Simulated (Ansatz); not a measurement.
Computed with DFT, PBE, plane waves (420 eV) with PAW, scalar-relativistic in Ansatz 0.2.0.

An element in the hcp structure gives this curve. The cell is scaled uniformly from the relaxed one, with fractional coordinates and shape fixed. Energies are extrapolated to zero smearing, pressures are those at the given smearing. Magnetic state: spin not included.

| V (Å³/atom) | E − E₀ (meV/atom) | P (GPa) |
| --- | --- | --- |
| 20.333 | 62.9 | 8.48 |
| 21.257 | 25.1 | 4.88 |
| 22.182 | 5.6 | 2.13 |
| 23.106 | 0.0 | 0.06 |
| 24.030 | 4.7 | -1.47 |
| 24.954 | 17.1 | -2.60 |
| 25.879 | 35.0 | -3.41 |

Which element is it?
A. antimony
B. lithium
C. cadmium
D. arsenic

C. Its fit is V₀ = 23.10 Å³/atom, B₀ = 44 GPa, B₀′ = 6.4.
